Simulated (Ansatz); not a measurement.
# AlLiH (doublet): from Hartree-Fock to the top rungs at scale of all distances = 0.892, cc-pVDZ

How much of the correlation energy of AlLiH (doublet) does each wave-function method recover here?

Program: Ansatz 0.2.0, Gaussian basis. Level of theory: cc-pVDZ, core rule «outside noble gas», up to 6 orbitals frozen. These are calculated values, not measurements.

The runs, in order: UHF; CCSD(T) on ROHF; CCSD(T) on UHF; BCCD(T) on ROHF; CISD as a restricted active space (open shells left free, so some higher excitations enter); CCSDT(Q) on ROHF; CCSDT(Q) on UHF; CASSCF and MRCISD+Q, 3 electrons in 3 orbitals; CASSCF and NEVPT2, 3 electrons in 3 orbitals; Full CI.

26 further runs of the same task are left out: 16 for a known fault of the program, 8 that didn't finish, 2 set aside as unsound or not needed. Runs told in other sessions of the task aren't counted.

## (1) The geometry

The geometry derives from a PBE0/def2-TZVP stationary point (not a proven minimum). All distances are scaled together.

3 atoms, charge 0, spin multiplicity 2.

Atoms are counted from 1 here; the program's logs count them from 0.

Bond lengths: Al1–Li2 2.352 Å, Al1–H3 1.453 Å. Angles: Li2–Al1–H3 132.4°.

Geometry (Å):

```xyz
3

Al    0.00000   -0.07419    0.43387
Li    0.00000    0.15825   -1.90655
H     0.00000    0.89632    1.51500
```

## (2) UHF

The input, in.yaml:

```yaml
crystal:
  periodic: [false, false, false]
  atoms:
    - {symbol: Al, position_ang: [0.000000, -0.074193, 0.433866]}
    - {symbol: Li, position_ang: [0.000000, 0.158248, -1.906555]}
    - {symbol: H, position_ang: [0.000000, 0.896324, 1.514995]}
basis:
  gaussian: {orbitals: cc-pVDZ}
magnetization: {spin_polarized: true, initial_magnetization: 1}
hamiltonian: {xc: hf}
output: {orbitals: {seedname: orbitals}}
```

Launch:

```
$ ansatz run in.yaml --threads 1 --pin off --events-out ev --progress --plain --max-ram 2393MiB
```

Further steps of the session: CCSD(T) on ROHF; CCSD(T) on UHF; BCCD(T) on ROHF; CISD as a restricted active space (open shells left free, so some higher excitations enter); CCSDT(Q) on ROHF; CCSDT(Q) on UHF; CASSCF and MRCISD+Q, 3 electrons in 3 orbitals; CASSCF and NEVPT2, 3 electrons in 3 orbitals; Full CI.

Before running them: what should the planned runs give, taken together? Wanted: FCI from the RHF energy; RMP2 from FCI; UMP2 from FCI; RCCSD from FCI; RCCSD(T) from FCI; UCCSD(T) from FCI; RCCSDT(Q) from FCI; UCCSDT(Q) from FCI; NEVPT2 pair from FCI.

**Answer**, as computed:

| quantity | value |
| --- | --- |
| FCI from the ROHF energy | -2.3882 eV |
| RMP2 from FCI | +677.1 meV |
| UMP2 from FCI | +697.6 meV |
| RCCSD from FCI | +72.0 meV |
| RCCSD(T) from FCI | +20.2 meV |
| UCCSD(T) from FCI | +19.7 meV |
| RCCSDT(Q) from FCI | +0.5 meV |
| UCCSDT(Q) from FCI | +0.3 meV |
| NEVPT2 pair from FCI | +652.2 meV |
| levels within 1 kcal/mol (43 meV) | RCCSD(T), UCCSD(T), BCCD(T), RCCSDT, UCCSDT, RCCSDT(Q), UCCSDT(Q) |
| T1 diagnostic | 0.028 |
| effectively unpaired electrons | 1.08 |

In words: RCCSD(T) misses by +20.2 meV, 0.8 % of the correlation energy. One determinant dominates. These misses are within one basis, not against nature; the frozen cores of restricted and unrestricted runs differ, which can shift their rows.

Levels on UHF freeze UHF's core orbitals, full CI those of ROHF, so the U rows can settle a little off it for that reason alone.

With open shells the CI space here admits some higher excitations, so it is larger than plain CISD.
